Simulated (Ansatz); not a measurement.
Cost and result for the atomization energy of C3H6F2O, SMILES `CCOC(F)F` (12 atoms, 11 bonds).

| atom | x (Å) | y (Å) | z (Å) |
| --- | --- | --- | --- |
| C1 | -0.274 | 1.502 | -0.225 |
| C2 | 0.726 | 0.377 | -0.357 |
| O3 | 0.625 | -0.561 | 0.717 |
| C4 | -0.295 | -1.530 | 0.537 |
| F5 | -0.460 | -2.153 | 1.710 |
| F6 | 0.146 | -2.461 | -0.355 |
| H7 | -1.304 | 1.146 | -0.300 |
| H8 | -0.155 | 2.009 | 0.734 |
| H9 | -0.117 | 2.231 | -1.023 |
| H10 | 1.746 | 0.758 | -0.299 |
| H11 | 0.627 | -0.145 | -1.314 |
| H12 | -1.266 | -1.172 | 0.175 |

Charge 0, multiplicity 1. Geometry: relaxed with PBE0-D4/def2-TZVP. It is one conformer, not always the lowest. Program: Ansatz. All runs use 4 threads of a server CPU on a shared host. Times are those of one run each, without the atoms' runs, and a repeat can differ threefold. Electronic energies, without spin–orbit coupling; frozen cores. CCSD(T)/CBS adds CCSD(T) − MP2 in def2-TZVPP to the MP2 limit, and its time is that of the two runs behind it. T1 = 0.011. B3LYP takes the VWN-RPA correlation (the form of Gaussian; ORCA's B3LYP/G).

CCSD(T)/CBS is a level of theory with its own doubt, some kJ/mol a heavy atom from the limit and from the frozen cores, so smaller differences don't rank the functionals.

```csv
level,functions,wall time,atomization (kJ/mol),difference from CCSD(T)/CBS,per bond
PBE-D4/def2-TZVPP (with forces),270,2.5 s,4868.9,139.7,12.7
PBE0-D4/def2-TZVPP,270,2.9 s,4750.8,21.6,2.0
r2SCAN-D4/def2-TZVPP (with forces),270,4.1 s,4748.7,19.5,1.8
B3LYP-D4/def2-TZVPP (with forces),270,4.6 s,4717.9,-11.3,-1.0
B2PLYP/def2-TZVPP,270,5.5 s,4680.9,-48.3,-4.4
ωB97X-V/def2-TZVPP,270,6.5 s,4742.0,12.8,1.2
ωB97M-V/def2-TZVPP (with forces),270,9 s,4745.5,16.3,1.5
MP2/def2-QZVPP,522,22 s,4791.9,62.7,5.7
CCSD(T)/def2-TZVPP,270,4.1 min,4613.8,-115.4,-10.5
CCSD(T)/CBS(def2),–,4.5 min,4729.2,0.0,0.0
```

From PBE to PBE0 (25 % exact exchange), in def2-TZVPP and without D4, the atomization energy moves by −114.9 kJ/mol: exact exchange takes away binding that semilocal exchange gives to molecules. The D4 term adds +29.4 kJ/mol with B3LYP and +15.5 kJ/mol with PBE0; it sums over pairs of atoms, weighted by their polarisabilities, and B3LYP, whose exchange is more repulsive, gets the larger term. In def2-TZVPP, CCSD(T) changes the Hartree–Fock value by +1221.5 kJ/mol (the triples alone add +74.6 kJ/mol) and MP2 by +1331.6 kJ/mol; breaking electron pairs costs correlation energy, which Hartree–Fock lacks.
